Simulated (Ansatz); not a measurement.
Reaction (SMILES): P (PH3) → 3 H atom + P atom
B3LYP-D3(BJ)/def2-TZVP geometries, fixed; electronic energies without zero-point terms.
Largest species:
```
P
H 1 1.4188
H 1 1.4188 2 93.38
H 1 1.4188 2 93.38 3 93.59
```

The atomisation energy at CCSD(T) with Ansatz (an electronic-structure program), in kcal/mol, split into its Hartree-Fock and correlation parts. Cores are frozen. Open shells are unrestricted. No added dispersion term, no relativity. Functions are those of the species that has most.

| basis | X | functions | Hartree-Fock | CCSD(T) |
|---|---|---|---|---|
| cc-pV(D+d)Z | 2 | 38 | 168.81 | 221.41 |
| cc-pV(T+d)Z | 3 | 81 | 172.08 | 234.81 |
| cc-pV(Q+d)Z | 4 | 154 | 172.62 | 239.37 |

Worked estimate of the basis-set limit from each neighbouring pair, with Hartree-Fock from the larger set and the correlation part extrapolated as X^-3.
Correlation parts: X = 2: 52.60, X = 3: 62.73, X = 4: 66.75.
- (2,3): (27·(62.73) - 8·(52.60))/19 = 67.00; with Hartree-Fock 172.08 the estimate is 239.08 kcal/mol.
- (3,4): (64·(66.75) - 27·(62.73))/37 = 69.68; with Hartree-Fock 172.62 the estimate is 242.30 kcal/mol.
The last two estimates differ by 3.23 kcal/mol; the largest set lies 2.93 from the last. Over the last step Hartree-Fock moves by 0.54 and the correlation part by 4.02.
